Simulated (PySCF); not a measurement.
Structure problem from calculated spectra and properties.

Elements present: C, H and N. Monoisotopic mass: 83.0735 u.

| Property | Result |
| --- | --- |
| Rotational structure | rotational constants A, B, C: 4.573, 2.962, 2.962 GHz [PBE0-D3(BJ)/def2-TZVP] |
| 1H NMR | chemical shifts (computed TMS as zero) by class: 1.35 (9 H) ppm [GIAO B97-2/pcSseg-2] |
| Dipole | 4.05 D [B97-2/pcSseg-2] |
| XPS | C1s 291.0 (×3), C1s 291.5, C1s 292.7, N1s 405.9 eV [ΔSCF SCAN, pcX-3 on the ionised atom, pcseg-2 elsewhere, spin-free X2C] |
| 13C NMR | chemical shifts (computed TMS as zero) by class: 173.6 (1 C), 55.1 (1 C), 33.4 (3 C) ppm [GIAO B97-2/pcSseg-2] |
| NMR, other nuclei | isotropic shieldings of nuclei other than C and H, by class: 50 (1 N) ppm [GIAO B97-2/pcSseg-2] |

Gas-phase values; electronic properties from PySCF, density fitting. Levels stand in brackets. Geometry: PBE0-D3(BJ)/def2-TZVP; no solvent, vibrations or thermal averaging. NMR classes are plain means over equivalent atoms (diastereotopic ones count apart unless rotation or inversion swaps them), as if these changed places fast.

Q: Which formula fits the mass and the elements?

A: C5H9N (calculated 83.0735). No other formula that holds each of these elements comes within 0.0003 u with a fitting electron parity and a possible valence count.

Q: What is the compound? Reason from the data.

A: Numbering: `[C-:1]#[N+:2][C:3]([CH3:4])([CH3:5])[CH3:6]`. 5 carbons fall into 3 classes; from least to most shielded: isocyanide carbon [C1] (173.6 ppm), sp3 carbon bound to nitrogen [C3] (55.1 ppm), methyl carbon [C4/C5/C6] (33.4 ppm, 3 C). All hydrogens form one class (1.35 ppm): methyl hydrogen. The other shieldings belong to: 50 ppm, isocyanide nitrogen [N2]. The core levels belong to: C1s 291.0 eV, methyl carbon [C4/C5/C6]; C1s 291.5 eV, isocyanide carbon [C1]; C1s 292.7 eV, sp3 carbon bound to nitrogen [C3]; N1s 405.9 eV, isocyanide nitrogen [N2]. The hole state at 291.5 eV has ⟨S²⟩ = 0.85 against 0.75, so that value is less sure. The optimised geometry has point group C3v and is a prolate symmetric top. Structure: `[C-]#[N+]C(C)(C)C`. The assignments are read from this structure; whether some other isomer fits the data as well wasn't checked.
